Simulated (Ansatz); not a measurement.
# Rhombohedral A7 As: properties by level of theory

Reference values: lattice constant a 3.760 Å (measured, 4 K, not corrected to a static lattice; as tabulated in Schiferl, Barrett, J. Appl. Cryst. 2, 30 (1969), as in the American …); lattice parameter c 10.441 Å (measured, 4 K, not corrected to a static lattice; as tabulated in Schiferl, Barrett, J. Appl. Cryst. 2, 30 (1969), as in the American …).

```json
[
 {"level (code)": "PBE (Ansatz)", "lattice parameter a (Å)": "3.805", "lattice parameter c (Å)": "10.909"},
 {"level (code)": "PBEsol (Ansatz)", "lattice parameter a (Å)": "3.782", "lattice parameter c (Å)": "10.112"},
 {"level (code)": "PBE-D4 (Ansatz)", "lattice parameter a (Å)": "3.784", "lattice parameter c (Å)": "10.103"},
 {"level (code)": "r²SCAN-D4 (Ansatz)", "lattice parameter a (Å)": "___", "lattice parameter c (Å)": "___"},
 {"level (code)": "HSE06 (Ansatz)", "lattice parameter a (Å)": "3.731", "lattice parameter c (Å)": "11.188"}
]
```

Question: Some entries are withheld; supply them.

Answer: 
- r²SCAN-D4 (Ansatz, a program for electronic structure), lattice parameter a (Å): 3.749
- r²SCAN-D4 (Ansatz), lattice parameter c (Å): 10.865

Differences from the reference values (errors of the level alone only where the reference is corrected to a static lattice):

```
level      lattice constant a (%)  lattice parameter c (%)
---------  ----------------------  -----------------------
PBE                         +1.20                    +4.48
PBEsol                      +0.59                    -3.15
PBE-D4                      +0.64                    -3.24
r²SCAN-D4                   -0.29                    +4.06
HSE06                       -0.77                    +7.15
```

Nearest: lattice constant a, not ranked (one source); lattice parameter c, not ranked (one source).

Caveats: the cell comes from a level without a dispersion term, which matters for the spacing of layers, chains or molecules (PBE, PBEsol, HSE06). Ansatz's density-functional and Hartree–Fock values are scalar-relativistic unless marked +SOC, with PAW data made under PBE.

Differences are worked out from the printed values.
